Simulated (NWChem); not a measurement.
# hydrogen fluoride (HF); SMILES F

```xyz
2

F      0.0000     0.0000     0.0871
H      0.0000     0.0000    -0.8331
```
Atoms are numbered in this order, from 1.

Results from NWChem. Geometry: optimised at PBE0/def2-SVP. Level: PBE0/def2-SVP with SMD (1 M gas to 1 M solution), gas-phase geometry.

Task: What does the run give for solvent water? Quantities: solvation free energy (kcal/mol); cavity-dispersion-structure term (kcal/mol); dipole in solution (D).

Result: 
| Property | Value |
|---|---|
| solvation free energy (kcal/mol) | -3.9 |
| cavity-dispersion-structure term (kcal/mol) | 2.0 |
| dipole in solution (D) | 2.09 |
